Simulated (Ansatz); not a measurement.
Relaxation of CH₄AlCl (7 atoms, charge 0, multiplicity 1), to a largest force component of 0.03 eV/Å in at most 50 steps.

The calculation used RKS PBE/def2-SVP in Ansatz 0.2.0.

```xyz
7
Properties=species:S:1:pos:R:3:forces:R:3
Al 0.167 -0.011 0.252 0.86 -0.01 0.08
H 0.532 -0.348 1.725 -1.25 -0.29 1.16
C 2.089 0.080 -0.012 0.34 0.27 -1.27
H 2.377 -0.942 0.324 0.04 0.01 0.01
H 2.653 0.326 -0.933 0.03 -0.01 -0.01
H 2.406 0.764 0.804 -0.01 0.01 0.02
Cl -1.631 0.132 -0.839 0.00 0.01 0.01
```

Q: Where does it end, and by what steps?

A: The forces met the threshold. After 7 steps the energy has fallen by 0.719 eV; H2 moved furthest, 0.80 Å.

```csv
step,energy less start (eV),largest force component (eV/Å),accepted
0,0.0000,1.267,yes
1,-0.3336,0.820,yes
2,-0.5096,0.449,yes
3,-0.6393,0.494,yes
4,-0.7040,0.585,yes
5,-0.7173,0.172,yes
6,-0.7192,0.062,yes
7,-0.7193,0.019,yes
```

```xyz
7
Properties=species:S:1:pos:R:3
Al 0.280 -0.092 0.533
H -0.213 -0.426 2.013
C 2.152 0.063 -0.006
H 2.688 -0.898 0.156
H 2.262 0.342 -1.072
H 2.681 0.823 0.609
Cl -1.257 0.187 -0.912
```

The run took 29 s on 1 thread of Intel(R) Xeon(R) Processor @ 2.50GHz (Skylake/Cascade Lake), with other jobs on the host, peak memory 0.14 GiB.
